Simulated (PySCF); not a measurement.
Energy profile

The step: CH₄AlCl ([CH3][AlH][Cl]) → AlCl + CH₄; bonds formed: C2–H3; bonds broken: Al1–C2, Al1–H3 (atoms numbered as in the saddle structure below).

```
7
angstrom
Al -0.8206 -1.2411 0.1275
C 0.2339 0.6287 -0.2485
H -1.1151 -0.1646 -0.9795
Cl 0.2844 -1.9160 1.7817
H 1.2403 0.2202 -0.4067
H 0.1446 1.0946 0.7406
H 0.0326 1.3783 -1.0152
```

Electronic energies by CCSD(T) at an estimated basis limit (MP2 extrapolated from triple and quadruple zeta, plus CCSD(T) − MP2 in triple zeta), on PBE0-D4/def2-TZVP structures; CH₄AlCl, singlet; no counterpoise correction. Program: PySCF 2.14 with density fitting (its default auxiliary sets; JK sets also for MP2 and CCSD(T)). Basis: def2-TZVPP and def2-QZVPP. Cores are frozen in the correlated methods. Extrapolation: Hartree–Fock as exp(−7.88 √X), correlation as X^−2.97.

Problem. Give the profile in kJ/mol, counted from the start structure. (Judge from chemistry; the value comes from the calculation.)

Solution. The calculation gives:
| point | kJ/mol |
| --- | --- |
| start structure | 0.0 |
| saddle | 338.7 |
| end structure | 48.1 |
| separated: AlCl (linked as [Al][Cl]; Al1, Cl4; singlet) + CH₄ (C2, H3, H5, H6, H7; singlet) | 51.9 |

The T1 diagnostic stays at or below 0.016. The restricted Hartree–Fock reference is unstable towards an unrestricted one at one or more of these structures. A large double-excitation amplitude points to some diradical character; no triplet was computed. The end structure is not quite a true minimum (one mode of 32i cm⁻¹).

For scale, one of the runs: CCSD(T)/def2-TZVPP, 171 basis functions, launched by `OMP_NUM_THREADS=4 python run.py`. The run took 78 s on 4 CPU threads of an INTEL XEON PLATINUM 8581C (shared host), with 1.2 GiB of host memory at its peak.
